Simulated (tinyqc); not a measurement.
Worked calculation (part 1 of 2): coupled-perturbed Hartree-Fock on RHF in the sto-3g basis, for H3O+, spin multiplicity 1. Computed by tinyqc, a small Python program that keeps every step (integrals from PySCF). Settings: charge = 1, multiplicity = 1, basis = sto-3g, method = RHF, energy threshold = 1e-10, iteration cap = 66, orthogonalisation = canonical, start = Wolfsberg-Helmholz matrix, DIIS depth = 6. Command: `OMP_NUM_THREADS=1 python tinyqc.py 23910 23911 out.jsonl` (the two numbers bound the seeds that draw the settings). One thread of a shared host (Intel(R) Xeon(R) Processor @ 2.60GHz), about 0.1 s of CPU time with the checks. The early iterations of the SCF are left out here.

## One-electron integrals

Geometry (angstrom):

| atom | x | y | z |
|---|---|---|---|
| O | 0.000000 | 0.000000 | 0.315000 |
| H | 0.907000 | 0.000000 | 0.000000 |
| H | -0.454000 | 0.786000 | 0.000000 |
| H | -0.454000 | -0.786000 | 0.000000 |

Basis sto-3g: exponents (1/bohr^2) and contraction coefficients of normalised primitives:

| element | l (shell) | exponent | coefficient |
|---|---|---|---|
| O | s (1) | 130.709320 | 0.154329 |
| O | s (1) | 23.808861 | 0.535328 |
| O | s (1) | 6.443608 | 0.444635 |
| O | s (2) | 5.033151 | -0.099967 |
| O | s (2) | 1.169596 | 0.399513 |
| O | s (2) | 0.380389 | 0.700115 |
| O | p (3) | 5.033151 | 0.155916 |
| O | p (3) | 1.169596 | 0.607684 |
| O | p (3) | 0.380389 | 0.391957 |
| H | s (1) | 3.425251 | 0.154329 |
| H | s (1) | 0.623914 | 0.535328 |
| H | s (1) | 0.168855 | 0.444635 |

Overlap, kinetic and nuclear-attraction integrals over the contracted functions; the nuclear repulsion is the sum of Za Zb / Rab.

nuclear repulsion = 14.23145517 hartree

overlap S, lower triangle:
```
           1O 1s     1O 2s     1O 2px     1O 2py     1O 2pz     2H 1s     3H 1s     4H 1s
1O 1s   1.000000
1O 2s   0.236704  1.000000
1O 2px  0.000000  0.000000   1.000000
1O 2py  0.000000  0.000000   0.000000   1.000000
1O 2pz  0.000000  0.000000   0.000000   0.000000   1.000000
2H 1s   0.053602  0.472877   0.370707   0.000000  -0.128746  1.000000
3H 1s   0.053518  0.472447  -0.185322   0.320844  -0.128583  0.231507  1.000000
4H 1s   0.053518  0.472447  -0.185322  -0.320844  -0.128583  0.231507  0.231392  1.000000
```

kinetic energy T (hartree), lower triangle:
```
            1O 1s     1O 2s     1O 2px     1O 2py     1O 2pz     2H 1s     3H 1s     4H 1s
1O 1s   29.003200
1O 2s   -0.168011  0.808128
1O 2px   0.000000  0.000000   2.528731
1O 2py   0.000000  0.000000   0.000000   2.528731
1O 2pz   0.000000  0.000000   0.000000   0.000000   2.528731
2H 1s   -0.002716  0.127200   0.266407   0.000000  -0.092523  0.760032
3H 1s   -0.002762  0.126887  -0.133021   0.230296  -0.092294  0.004232  0.760032
4H 1s   -0.002762  0.126887  -0.133021  -0.230296  -0.092294  0.004232  0.004209  0.760032
```

nuclear attraction V (hartree), lower triangle:
```
             1O 1s       1O 2s      1O 2px      1O 2py      1O 2pz      2H 1s      3H 1s      4H 1s
1O 1s   -62.271134
1O 2s    -7.574275  -10.683174
1O 2px   -0.000014   -0.000122  -10.651660
1O 2py    0.000000    0.000000    0.000000  -10.651435
1O 2pz    0.015164    0.178594    0.000069    0.000000  -10.525540
2H 1s    -1.763497   -4.057307   -2.834184    0.000000    1.039692  -6.148710
3H 1s    -1.760701   -4.052793    1.416469   -2.452322    1.038135  -1.581817  -6.146139
4H 1s    -1.760701   -4.052793    1.416469    2.452322    1.038135  -1.581817  -1.580689  -6.146139
```

core Hamiltonian H = T + V (hartree), lower triangle:
```
             1O 1s      1O 2s     1O 2px     1O 2py     1O 2pz      2H 1s      3H 1s      4H 1s
1O 1s   -33.267934
1O 2s    -7.742286  -9.875046
1O 2px   -0.000014  -0.000122  -8.122929
1O 2py    0.000000   0.000000   0.000000  -8.122703
1O 2pz    0.015164   0.178594   0.000069   0.000000  -7.996809
2H 1s    -1.766213  -3.930107  -2.567778   0.000000   0.947169  -5.388679
3H 1s    -1.763462  -3.925906   1.283448  -2.222026   0.945841  -1.577585  -5.386107
4H 1s    -1.763462  -3.925906   1.283448   2.222026   0.945841  -1.577585  -1.576480  -5.386107
```

## Two-electron integrals

Functions are numbered as in S; the eight-fold symmetry (ij|kl) = (ji|kl) = (kl|ij) leaves the list below.

Two-electron integrals (ij|kl) in chemists' order, unique and non-zero (hartree):
```
(11|11) 4.785065    (21|11) 0.741380    (21|21) 0.136873    (22|11) 1.118947
(22|21) 0.256633    (22|22) 0.817206    (31|31) 0.024477    (32|31) 0.037809
(32|32) 0.180518    (33|11) 1.115814    (33|21) 0.256684    (33|22) 0.817023
(33|33) 0.880159    (41|41) 0.024477    (42|41) 0.037809    (42|42) 0.180518
(43|43) 0.047444    (44|11) 1.115814    (44|21) 0.256684    (44|22) 0.817023
(44|33) 0.785270    (44|44) 0.880159    (51|51) 0.024477    (52|51) 0.037809
(52|52) 0.180518    (53|53) 0.047444    (54|54) 0.047444    (55|11) 1.115814
(55|21) 0.256684    (55|22) 0.817023    (55|33) 0.785270    (55|44) 0.785270
(55|55) 0.880159    (61|11) 0.170585    (61|21) 0.031214    (61|22) 0.058104
(61|31) 0.001356    (61|32) 0.002532    (61|33) 0.058295    (61|44) 0.057993
(61|51) -0.000471   (61|52) -0.000879   (61|53) -0.000105   (61|55) 0.058030
(61|61) 0.007211    (62|11) 0.401603    (62|21) 0.093204    (62|22) 0.327034
(62|31) 0.006585    (62|32) 0.049621    (62|33) 0.335885    (62|44) 0.321594
(62|51) -0.002287   (62|52) -0.017233   (62|53) -0.004963   (62|55) 0.323318
(62|61) 0.021644    (62|62) 0.160002    (63|11) 0.267735    (63|21) 0.062960
(63|22) 0.235949    (63|31) 0.013826    (63|32) 0.091181    (63|33) 0.256041
(63|44) 0.225165    (63|51) -0.001359   (63|52) -0.011830   (63|53) -0.007113
(63|55) 0.226382    (63|61) 0.015288    (63|62) 0.140217    (63|63) 0.144721
(64|41) 0.009913    (64|42) 0.057119    (64|43) 0.010395    (64|54) -0.003610
(64|64) 0.023212    (65|11) -0.092984   (65|21) -0.021866   (65|22) -0.081945
(65|31) -0.001359   (65|32) -0.011830   (65|33) -0.081702   (65|44) -0.078200
(65|51) 0.010385    (65|52) 0.061228    (65|53) 0.011612    (65|55) -0.085843
(65|61) -0.005310   (65|62) -0.048697   (65|63) -0.042200   (65|65) 0.037868
(66|11) 0.530596    (66|21) 0.125144    (66|22) 0.502220    (66|31) 0.011791
(66|32) 0.121140    (66|33) 0.535971    (66|44) 0.481769    (66|51) -0.004095
(66|52) -0.042072   (66|53) -0.018824   (66|55) 0.488307    (66|61) 0.029345
(66|62) 0.304769    (66|63) 0.305110    (66|65) -0.105964   (66|66) 0.774606
(71|11) 0.170316    (71|21) 0.031165    (71|22) 0.058013    (71|31) -0.000677
(71|32) -0.001265   (71|33) 0.057978    (71|41) 0.001173    (71|42) 0.002190
(71|43) -0.000130   (71|44) 0.058129    (71|51) -0.000470   (71|52) -0.000878
(71|53) 0.000052    (71|54) -0.000091   (71|55) 0.057939    (71|61) 0.007080
(71|62) 0.020889    (71|63) 0.013778    (71|64) 0.000570    (71|65) -0.005128
(71|66) 0.027956    (71|71) 0.007188    (72|11) 0.401147    (72|21) 0.093099
(72|22) 0.326688    (72|31) -0.003290   (72|32) -0.024799   (72|33) 0.324825
(72|41) 0.005696    (72|42) 0.042934    (72|43) -0.006186   (72|44) 0.331961
(72|51) -0.002283   (72|52) -0.017207   (72|53) 0.002479    (72|54) -0.004292
(72|55) 0.322972    (72|61) 0.020898    (72|62) 0.129227    (72|63) 0.085997
(72|64) 0.013871    (72|65) -0.038209   (72|66) 0.202061    (72|71) 0.021586
(72|72) 0.159690    (73|11) -0.133810   (73|21) -0.031466   (73|22) -0.117931
(73|31) 0.010878    (73|32) 0.065567    (73|33) -0.124193   (73|41) -0.001694
(73|42) -0.014745   (73|43) 0.011177    (73|44) -0.116323   (73|51) 0.000679
(73|52) 0.005909    (73|53) -0.004479   (73|54) 0.001515    (73|55) -0.113149
(73|61) -0.006404   (73|62) -0.031025   (73|63) -0.002990   (73|64) -0.002618
(73|65) 0.008901    (73|66) -0.033656   (73|71) -0.007629   (73|72) -0.070021
(73|73) 0.053521    (74|11) 0.231662    (74|21) 0.054477    (74|22) 0.204172
(74|31) -0.001694   (74|32) -0.014745   (74|33) 0.197025    (74|41) 0.012832
(74|42) 0.082578    (74|43) -0.008975   (74|44) 0.219374    (74|51) -0.001175
(74|52) -0.010231   (74|53) 0.001515    (74|54) -0.006227   (74|55) 0.195893
(74|61) 0.012226    (74|62) 0.081435    (74|63) 0.053585    (74|64) 0.026457
(74|65) -0.023632   (74|66) 0.128262    (74|71) 0.013208    (74|72) 0.121225
(74|73) -0.052561   (74|74) 0.114160    (75|11) -0.092842   (75|21) -0.021832
(75|22) -0.081825   (75|31) 0.000679    (75|32) 0.005909    (75|33) -0.078960
(75|41) -0.001175   (75|42) -0.010231   (75|43) 0.001515    (75|44) -0.080708
(75|51) 0.010371    (75|52) 0.061150    (75|53) -0.005802   (75|54) 0.010045
(75|55) -0.085715   (75|61) -0.005128   (75|62) -0.038197   (75|63) -0.024898
(75|64) -0.004112   (75|65) 0.029227    (75|66) -0.065444   (75|71) -0.005293
(75|72) -0.048583   (75|73) 0.021065    (75|74) -0.036469   (75|75) 0.037777
(76|11) 0.149661    (76|21) 0.035016    (76|22) 0.132233    (76|31) 0.000994
(76|32) 0.008723    (76|33) 0.132430    (76|41) 0.001723    (76|42) 0.015127
(76|43) 0.000426    (76|44) 0.132926    (76|51) -0.001381   (76|52) -0.012127
(76|53) -0.001318   (76|54) -0.002285   (76|55) 0.131204    (76|61) 0.008036
(76|62) 0.063069    (76|63) 0.051302    (76|64) 0.006255    (76|65) -0.021579
(76|66) 0.121644    (76|71) 0.008023    (76|72) 0.063015    (76|73) -0.020241
(76|74) 0.047531    (76|75) -0.021554   (76|76) 0.029950    (77|11) 0.530286
(77|21) 0.125072    (77|22) 0.501984    (77|31) -0.005892   (77|32) -0.060562
(77|33) 0.495098    (77|41) 0.010201    (77|42) 0.104849    (77|43) -0.023467
(77|44) 0.522171    (77|51) -0.004088   (77|52) -0.042020   (77|53) 0.009405
(77|54) -0.016282   (77|55) 0.488069    (77|61) 0.027984    (77|62) 0.202184
(77|63) 0.127920    (77|64) 0.035036    (77|65) -0.065496   (77|66) 0.331470
(77|71) 0.029282    (77|72) 0.304415    (77|73) -0.152482   (77|74) 0.263988
(77|75) -0.105797   (77|76) 0.121644    (77|77) 0.774606    (81|11) 0.170316
(81|21) 0.031165    (81|22) 0.058013    (81|31) -0.000677   (81|32) -0.001265
(81|33) 0.057978    (81|41) -0.001173   (81|42) -0.002190   (81|43) 0.000130
(81|44) 0.058129    (81|51) -0.000470   (81|52) -0.000878   (81|53) 0.000052
(81|54) 0.000091    (81|55) 0.057939    (81|61) 0.007080    (81|62) 0.020889
(81|63) 0.013778    (81|64) -0.000570   (81|65) -0.005128   (81|66) 0.027956
(81|71) 0.007069    (81|72) 0.020866    (81|73) -0.007379   (81|74) 0.011638
(81|75) -0.005120   (81|76) 0.007808    (81|77) 0.027940    (81|81) 0.007188
(82|11) 0.401147    (82|21) 0.093099    (82|22) 0.326688    (82|31) -0.003290
(82|32) -0.024799   (82|33) 0.324825    (82|41) -0.005696   (82|42) -0.042934
(82|43) 0.006186    (82|44) 0.331961    (82|51) -0.002283   (82|52) -0.017207
(82|53) 0.002479    (82|54) 0.004292    (82|55) 0.322972    (82|61) 0.020898
(82|62) 0.129227    (82|63) 0.085997    (82|64) -0.013871   (82|65) -0.038209
(82|66) 0.202061    (82|71) 0.020866    (82|72) 0.129098    (82|73) -0.054994
(82|74) 0.067497    (82|75) -0.038157   (82|76) 0.052113    (82|77) 0.201993
(82|81) 0.021586    (82|82) 0.159690    (83|11) -0.133810   (83|21) -0.031466
(83|22) -0.117931   (83|31) 0.010878    (83|32) 0.065567    (83|33) -0.124193
(83|41) 0.001694    (83|42) 0.014745    (83|43) -0.011177   (83|44) -0.116323
(83|51) 0.000679    (83|52) 0.005909    (83|53) -0.004479   (83|54) -0.001515
(83|55) -0.113149   (83|61) -0.006404   (83|62) -0.031025   (83|63) -0.002990
(83|64) 0.002618    (83|65) 0.008901    (83|66) -0.033656   (83|71) -0.007379
(83|72) -0.054994   (83|73) 0.041153    (83|74) -0.028094   (83|75) 0.016004
(83|76) -0.016388   (83|77) -0.094280   (83|81) -0.007629   (83|82) -0.070021
(83|83) 0.053521    (84|11) -0.231662   (84|21) -0.054477   (84|22) -0.204172
(84|31) 0.001694    (84|32) 0.014745    (84|33) -0.197025   (84|41) 0.012832
(84|42) 0.082578    (84|43) -0.008975   (84|44) -0.219374   (84|51) 0.001175
(84|52) 0.010231    (84|53) -0.001515   (84|54) -0.006227   (84|55) -0.195893
(84|61) -0.012226   (84|62) -0.081435   (84|63) -0.053585   (84|64) 0.026457
(84|65) 0.023632    (84|66) -0.128262   (84|71) -0.011638   (84|72) -0.067497
(84|73) 0.028094    (84|74) -0.017685   (84|75) 0.019492    (84|76) -0.028364
(84|77) -0.093220   (84|81) -0.013208   (84|82) -0.121225   (84|83) 0.052561
(84|84) 0.114160    (85|11) -0.092842   (85|21) -0.021832   (85|22) -0.081825
(85|31) 0.000679    (85|32) 0.005909    (85|33) -0.078960   (85|41) 0.001175
(85|42) 0.010231    (85|43) -0.001515   (85|44) -0.080708   (85|51) 0.010371
(85|52) 0.061150    (85|53) -0.005802   (85|54) -0.010045   (85|55) -0.085715
(85|61) -0.005128   (85|62) -0.038197   (85|63) -0.024898   (85|64) 0.004112
(85|65) 0.029227    (85|66) -0.065444   (85|71) -0.005120   (85|72) -0.038157
(85|73) 0.016004    (85|74) -0.019492   (85|75) 0.029191    (85|76) -0.017298
(85|77) -0.065414   (85|81) -0.005293   (85|82) -0.048583   (85|83) 0.021065
(85|84) 0.036469    (85|85) 0.037777    (86|11) 0.149661    (86|21) 0.035016
(86|22) 0.132233    (86|31) 0.000994    (86|32) 0.008723    (86|33) 0.132430
(86|41) -0.001723   (86|42) -0.015127   (86|43) -0.000426   (86|44) 0.132926
(86|51) -0.001381   (86|52) -0.012127   (86|53) -0.001318   (86|54) 0.002285
(86|55) 0.131204    (86|61) 0.008036    (86|62) 0.063069    (86|63) 0.051302
(86|64) -0.006255   (86|65) -0.021579   (86|66) 0.121644    (86|71) 0.007808
(86|72) 0.052113    (86|73) -0.016388   (86|74) 0.028364    (86|75) -0.017298
(86|76) 0.025026    (86|77) 0.083602    (86|81) 0.008023    (86|82) 0.063015
(86|83) -0.020241   (86|84) -0.047531   (86|85) -0.021554   (86|86) 0.029950
(87|11) 0.149548    (87|21) 0.034989    (87|22) 0.132143    (87|31) -0.001989
(87|32) -0.017461   (87|33) 0.133083    (87|44) 0.132093    (87|51) -0.001380
(87|52) -0.012115   (87|53) 0.002637    (87|55) 0.131112    (87|61) 0.007814
(87|62) 0.052131    (87|63) 0.032750    (87|65) -0.017308   (87|66) 0.083574
(87|71) 0.008017    (87|72) 0.062975    (87|73) -0.031043   (87|74) 0.041255
(87|75) -0.021539   (87|76) 0.025014    (87|77) 0.121572    (87|81) 0.008017
(87|82) 0.062975    (87|83) -0.031043   (87|84) -0.041255   (87|85) -0.021539
(87|86) 0.025014    (87|87) 0.029918    (88|11) 0.530286    (88|21) 0.125072
(88|22) 0.501984    (88|31) -0.005892   (88|32) -0.060562   (88|33) 0.495098
(88|41) -0.010201   (88|42) -0.104849   (88|43) 0.023467    (88|44) 0.522171
(88|51) -0.004088   (88|52) -0.042020   (88|53) 0.009405    (88|54) 0.016282
(88|55) 0.488069    (88|61) 0.027984    (88|62) 0.202184    (88|63) 0.127920
(88|64) -0.035036   (88|65) -0.065496   (88|66) 0.331470    (88|71) 0.027940
(88|72) 0.201993    (88|73) -0.094280   (88|74) 0.093220    (88|75) -0.065414
(88|76) 0.083602    (88|77) 0.331405    (88|81) 0.029282    (88|82) 0.304415
(88|83) -0.152482   (88|84) -0.263988   (88|85) -0.105797   (88|86) 0.121644
(88|87) 0.121572    (88|88) 0.774606
```

## Orthogonalisation

S = U s U^T; canonical form X = U s^(-1/2), so that X^T S X = 1. Each column of U has its largest component positive (the first on a tie).

eigenvalues of S: 0.327672  0.415704  0.416044  0.931979  1.052867  1.352564  1.352752  2.150418

X:
```
                1          2          3          4          5          6          7          8
1O 1s   -0.334656  -0.000914   0.000000   0.748655   0.621993   0.000000   0.000008   0.125025
1O 2s    1.345714   0.002785   0.000000  -0.134699   0.204226   0.000000  -0.000044   0.400993
1O 2px   0.002391  -0.951614   0.000000  -0.000167  -0.000019   0.000000   0.678932   0.000082
1O 2py   0.000000   0.000000   0.951242   0.000000   0.000000   0.678973   0.000000   0.000000
1O 2pz  -0.334227  -0.000578   0.000000  -0.672465   0.702441   0.000000  -0.000043  -0.102146
2H 1s   -0.585110   0.998694   0.000000  -0.118496  -0.096220   0.000000   0.430581   0.304638
3H 1s   -0.580870  -0.501295  -0.865659  -0.118546  -0.096234   0.373050  -0.215505   0.304435
4H 1s   -0.580870  -0.501295   0.865659  -0.118546  -0.096234  -0.373050  -0.215505   0.304435
```

## Iteration 7 (converged): orbitals

converged F (hartree), lower triangle:
```
             1O 1s      1O 2s     1O 2px     1O 2py     1O 2pz      2H 1s      3H 1s      4H 1s
1O 1s   -20.867800
1O 2s    -5.311207  -3.012089
1O 2px   -0.000011  -0.000152  -0.931461
1O 2py    0.000000   0.000000   0.000000  -0.931191
1O 2pz    0.021096   0.125081   0.000080   0.000000  -0.931354
2H 1s    -1.219633  -1.251444  -0.638105   0.000000   0.268967  -0.927399
3H 1s    -1.217748  -1.250139   0.319013  -0.552336   0.268661  -0.462381  -0.926443
4H 1s    -1.217748  -1.250139   0.319013   0.552336   0.268661  -0.462381  -0.462010  -0.926443
```

Diagonalise F' = X^T F X, C = X C', fill 5 alpha and 5 beta electrons from the bottom; D = 2 C_occ C_occ^T. Each column has its largest component positive (the first on a tie).

F' = X^T F X (hartree), lower triangle:
```
           1         2          3           4          5          6          7          8
1  -0.333955
2  -0.002100  0.281241
3   0.000000  0.000000   0.280629
4   1.583403  0.005512   0.000000  -10.519875
5   1.275320  0.004661   0.000000   -9.091598  -9.528858
6   0.000000  0.000000  -0.044186    0.000000   0.000000  -1.118157
7   0.000011  0.044139   0.000000   -0.000121  -0.000088   0.000000  -1.118425
8  -0.071213  0.000463   0.000000   -3.796701  -3.623514   0.000000  -0.000187  -3.123191
```

orbital energies (hartree): MO1 -20.876751, MO2 -1.814292, MO3 -1.119816, MO4 -1.119551, MO5 -0.932664, MO6 0.117820, MO7 0.282023, MO8 0.282639

coefficients C:
```
              MO1        MO2        MO3        MO4        MO5        MO6        MO7        MO8
1O 1s    0.993945  -0.238501   0.000061   0.000000  -0.065050  -0.161075   0.000000   0.000362
1O 2s    0.028168   0.864299  -0.000345   0.000000   0.320214   1.086854   0.000000  -0.002772
1O 2px   0.000004   0.000148   0.708560   0.000000   0.000242  -0.001793   0.000000  -0.929765
1O 2py   0.000000   0.000000   0.000000   0.708639   0.000000   0.000000   0.929352   0.000000
1O 2pz  -0.003133  -0.128259  -0.000227   0.000000   0.939411  -0.410879   0.000000   0.001046
2H 1s   -0.005246   0.095912   0.398967   0.000000  -0.089347  -0.660024   0.000000   1.014511
3H 1s   -0.005238   0.095761  -0.199567   0.345559  -0.089446  -0.662579  -0.876995  -0.505082
4H 1s   -0.005238   0.095761  -0.199567  -0.345559  -0.089446  -0.662579   0.876995  -0.505082
```

D after iteration 7, lower triangle:
```
            1O 1s      1O 2s     1O 2px     1O 2py     1O 2pz      2H 1s      3H 1s     4H 1s
1O 1s    2.098082
1O 2s   -0.397938   1.700685
1O 2px  -0.000008  -0.000078   1.004116
1O 2py   0.000000   0.000000   0.000000   1.004339
1O 2pz  -0.067266   0.379740   0.000096   0.000000   1.797905
2H 1s   -0.044506   0.108002   0.565369   0.000000  -0.192619   0.352768
3H 1s   -0.044478   0.108090  -0.282825   0.489754  -0.192495  -0.124833   0.352873
4H 1s   -0.044478   0.108090  -0.282825  -0.489754  -0.192495  -0.124833  -0.124773  0.352873
```

## Convergence

Stop when the energy changes by less than 1e-10 hartree and every element of the error matrix X^T (F D S - S D F) X is below 3e-06.

Course of the cycle:

| iteration | E (hartree) | change | largest element of the error matrix |
|---|---|---|---|
| 1 | -75.12893726 | - | 7.35e-01 |
| 2 | -75.31262998 | -1.84e-01 | 1.35e-01 |
| 3 | -75.32487982 | -1.22e-02 | 1.99e-02 |
| 4 | -75.32536272 | -4.83e-04 | 3.00e-03 |
| 5 | -75.32537924 | -1.65e-05 | 9.02e-04 |
| 6 | -75.32538032 | -1.09e-06 | 4.02e-06 |
| 7 | -75.32538032 | -1.17e-11 | 1.12e-07 |

PySCF RHF in the same basis = -75.32538032 hartree

Converged in 7 iterations.
